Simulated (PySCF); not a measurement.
Spin states of SiS

Unrestricted PBE0; PySCF, no relativity, basis sets Si def2-TZVPPD, S def2-TZVPPD. Outer shells of the fragments: Si 3s2 3p2; S 3s2 3p4.

Followed along the bond (rough minima from three points):

```json
{"2Ms+1": "1", "unpaired": "none", "⟨S²⟩ at the start": "0.00", "R at minimum (Å)": "1.94", "Te (eV)": "0.00"}
{"2Ms+1": "3", "unpaired": "π ↑↑", "⟨S²⟩ at the start": "2.01", "R at minimum (Å)": "2.17", "Te (eV)": "2.90"}
{"2Ms+1": "5", "unpaired": "σ ↑, π ↑↑↑", "⟨S²⟩ at the start": "6.01", "R at minimum (Å)": "none in the scan", "Te (eV)": "≤ 5.43"}
```

Solutions found at the starting distance of 2.100 Å, counted from the lowest of them; the search is not exhaustive and high or unbound solutions are not listed, so other states can lie among these:

```json
{"2Ms+1": "1", "unpaired": "none", "term": "¹Σ⁺", "E (eV)": "0.00", "⟨S²⟩": "0.00", "⟨Lz²⟩": "0.00", "μ (D)": "-2.47"}
{"2Ms+1": "3", "unpaired": "π ↑↑", "term": "mixed", "E (eV)": "2.58", "⟨S²⟩": "2.01", "⟨Lz²⟩": "2.02", "μ (D)": "0.10"}
{"2Ms+1": "3", "unpaired": "σ ↑, π ↑", "term": "³Π", "E (eV)": "2.90", "⟨S²⟩": "2.01", "⟨Lz²⟩": "1.01", "μ (D)": "-2.12"}
{"2Ms+1": "3", "unpaired": "π ↑↑", "term": "mixed", "E (eV)": "2.93", "⟨S²⟩": "2.01", "⟨Lz²⟩": "2.02", "μ (D)": "-0.04"}
{"2Ms+1": "1", "unpaired": "π ↑↓", "term": "mixed", "E (eV)": "2.99", "⟨S²⟩": "1.01", "⟨Lz²⟩": "2.02", "μ (D)": "-0.09"}
{"2Ms+1": "1", "unpaired": "σ ↓, π ↑", "term": "mixed", "E (eV)": "3.26", "⟨S²⟩": "1.02", "⟨Lz²⟩": "1.01", "μ (D)": "-1.77"}
{"2Ms+1": "5", "unpaired": "σ ↑, π ↑↑↑", "term": "⁵Π", "E (eV)": "5.15", "⟨S²⟩": "6.01", "⟨Lz²⟩": "1.01", "μ (D)": "0.16"}
{"2Ms+1": "3", "unpaired": "σ ↑↑", "term": "³Σ⁺", "E (eV)": "6.03", "⟨S²⟩": "2.02", "⟨Lz²⟩": "0.00", "μ (D)": "-0.57"}
{"2Ms+1": "3", "unpaired": "σ ↑, π ↑", "term": "³Π", "E (eV)": "6.08", "⟨S²⟩": "2.01", "⟨Lz²⟩": "1.02", "μ (D)": "0.13"}
{"2Ms+1": "1", "unpaired": "σ ↓, π ↑↑↓", "term": "mixed", "E (eV)": "6.14", "⟨S²⟩": "2.02", "⟨Lz²⟩": "3.04", "μ (D)": "0.53"}
```

A term symbol is given only where ⟨S²⟩ and ⟨Lz²⟩ are close to those of a pure state; real π, δ and φ orbitals otherwise mix terms. A positive dipole means Si(−)S(+).

Question: Compare the gap between the two lowest followed solutions at the starting distance with the gap between their minima.

Answer: At PBE0 the second solution (triplet, unpaired electrons π ↑↑) lies +2.58 eV from the first (singlet, closed shell) at 2.100 Å and +2.90 eV at the minima; the two curves relax by different amounts, since their minima lie near 2.17 and 1.94 Å.

The measured ground state is X ¹Σ+ (Huber and Herzberg, Constants of Diatomic Molecules (1979)).

Counting both spins, an empty level lies below a filled one in some of these solutions, because spin and occupation are held.
